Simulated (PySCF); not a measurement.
## CH3S, doublet: reading a ladder of total energies

Geometry: MP2(full)/6-31G*, from the G2/97 set.

```json
{"atom": "C", "x (Å)": "-0.0021", "y (Å)": "1.2005", "z (Å)": "0.0000"}
{"atom": "S", "x (Å)": "-0.0021", "y (Å)": "-0.5983", "z (Å)": "0.0000"}
{"atom": "H", "x (Å)": "1.0451", "y (Å)": "1.5214", "z (Å)": "0.0000"}
{"atom": "H", "x (Å)": "-0.4774", "y (Å)": "1.6027", "z (Å)": "0.8952"}
{"atom": "H", "x (Å)": "-0.4774", "y (Å)": "1.6027", "z (Å)": "-0.8952"}
```

Basis STO-3G; PySCF 2.14.0. Only valence electrons are correlated (noble-gas cores frozen), which leaves 13 electrons in 11 orbitals. Prefix R: restricted or restricted open-shell reference; prefix U: unrestricted.

Full CI is exact within this basis and frozen core; it isn't the basis-set limit. The frozen core follows each run's orbitals, which can shift R against U totals by a few meV.

Restricted and unrestricted runs freeze slightly different cores, so steps under 0.1 kcal/mol mean nothing.

```tsv
level	total energy (hartree)
UHF	-432.299558
UMP2	-432.364721
UCCSD	-432.387808
UCCSD(T)	-432.388200
UCCSDT	-432.388326
full CI	-432.388410
```

Problem. What is the correlation energy at full CI, and what share of it do UMP2 and UCCSD(T) recover?

Solution. E(corr) = -432.388410 − (-432.299558) = -0.088852 hartree = -2.418 eV. UMP2: -0.065163 / -0.088852 = 73.34 %. UCCSD(T): -0.088642 / -0.088852 = 99.76 %.

Problem. By how many kcal/mol does UCCSD(T) miss full CI (1 hartree = 627.509 kcal/mol), and which steps make up the rest?

Solution. -432.388200 − (-432.388410) = 0.000210 hartree = 0.13 kcal/mol. Steps: UCCSDT − UCCSD(T) = -0.08, full CI − UCCSDT = -0.05 kcal/mol. That is within 1 kcal/mol of the reference in this basis, which itself misses far more of the correlation at the basis-set limit.
